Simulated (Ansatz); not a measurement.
Input file:

```yaml
crystal:
  periodic: [false, false, false]
  atoms:
    - {symbol: B, position_ang: [0.000000, -0.004006, 0.911110]}
    - {symbol: N, position_ang: [0.000000, -0.201375, -0.540592]}
    - {symbol: H, position_ang: [0.000000, 2.841340, -2.260160]}
basis:
  gaussian: {orbitals: 6-31G}
magnetization: {spin_polarized: false, initial_magnetization: 3}
correlation: {method: sc_nevpt2, electrons: outside_noble_gas, active_space: {window: {electrons: 9, orbitals: 9}, shells: [{species: B, l: s, shell: 2}, {species: B, l: p, shell: 2}, {species: H, l: s, shell: 1}, {species: "N", l: s, shell: 2}, {species: "N", l: p, shell: 2}]}}
```

```sh
$ ansatz run in.yaml --threads 1 --pin off --events-out ev --progress --plain --max-ram 2393MiB
```

Log:

```
456 factors; integrals over basis functions are off by at most 5.8e-8 eV
mean field evaluation 1: about -2159.6050 eV, gradient 1.8e1 eV
mean field evaluation 2: about -2159.6074 eV, gradient 1.8e1 eV
mean field evaluation 4: about -2161.0916 eV, gradient 3.5e0 eV
mean field evaluation 8: about -2161.3613 eV, gradient 4.8e-1 eV
mean field evaluation 16: about -2158.6157 eV, gradient 2.5e1 eV
mean field evaluation 32: about -2161.3662 eV, gradient 1.2e-6 eV
mean field evaluation 64: about -2157.5868 eV, gradient 3.0e1 eV
mean field evaluation 96: about -2161.3628 eV, gradient 2.2e-1 eV
mean field evaluation 128: about -2161.3631 eV, gradient 2.3e-2 eV
mean field evaluation 160: about -2161.3604 eV, gradient 1.5e-1 eV
mean field -2161.45398370 eV, -79.4319688147 hartree, gradient 4.9e-6 eV, S^2 3.750000; 10 other end points of the search recorded, 0 dependent functions left out
reference -2161.45398370 eV, -79.4319688147 hartree; 8, 5 occupied and 12, 15 virtual orbitals, 456 factors
state -2164.62544086 eV, -79.5485177158 hartree
state -2164.62544086 eV, -79.5485177158 hartree; corrected -2165.62288371 eV, -79.5851730644 hartree
Total energy: -2165.62288371 eV, -79.5851730644 hartree
Checks for a lower state left out: starts, orbital_swaps
```

For the same geometry and basis full CI lies 351.6 meV lower.

Ran on 1 thread of Arm Neoverse V1, shared host: 2 s wall, 0.21 GiB peak host memory.
